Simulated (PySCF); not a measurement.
Computed with PySCF with PBE-D3(BJ)/def2-TZVP // PBE0-D3(BJ)/def2-TZVP. Gas-phase values, no solvent. 

Reference species (SMILES): `F[Si](F)(F)F` (neutral, multiplicity 1).

| Item | Result |
|---|---|
| HOMO | -10.59 eV |
| S1 oscillator strength | 0.000 |
| HOMO–LUMO gap | 10.06 eV |

Changed species: `F[Si](F)(F)S` (1 of 4 F replaced by SH; the reference has 0 of 4 F replaced by SH).

**Question.** Predict the effect on the HOMO, S1 oscillator strength and HOMO–LUMO gap.

**Answer.** the HOMO rises by 3.37 eV, to -7.22 eV; the S1 oscillator strength is nearly the same; the HOMO–LUMO gap drops by 3.93 eV, to 6.13 eV.
